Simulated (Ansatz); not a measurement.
# How far each method lies from RCCSDT(Q) for O–C–PH, singlet

Geometry: displaced at random from a stationary point.

```yaml
atoms:
  - { symbol: O, position_ang: [-0.0232, 0.0002, 1.7645] }
  - { symbol: C, position_ang: [-0.0241, -0.0011, 0.6048] }
  - { symbol: P, position_ang: [0.0239, -0.0426, -1.1108] }
  - { symbol: H, position_ang: [-0.0789, 1.3188, -1.0800] }
```

Basis cc-pVDZ; Ansatz 0.2.0. Only valence electrons are correlated (noble-gas cores frozen), which leaves 16 electrons in 44 orbitals. Prefix R: restricted or restricted open-shell reference.

Full CI isn't at hand for all of this; RCCSDT(Q) serves as the reference, and is uncertain by the last step of the cluster series or more.

```
UHF ⟨S²⟩                          : 0.000
T1 diagnostic (RCCSD)             : 0.0206
largest doubles amplitude (RCCSD) : 0.098
```

Problem. From what is known of these methods and the diagnostics, rank them by the size of their error in total energy against RCCSDT(Q) in cc-pVDZ, smallest first (an estimate: the text doesn't fix the numbers).
A. RHF
B. RCCSD
C. RCCSDT
D. CISD
E. RMP2

Solution. C (5.4 kJ/mol), B (59.2 kJ/mol), E (99.0 kJ/mol), D (190.1 kJ/mol), A (1213.5 kJ/mol).

All errors are against RCCSDT(Q) in cc-pVDZ. Within each family the higher level lies nearer, as is usual though not guaranteed.
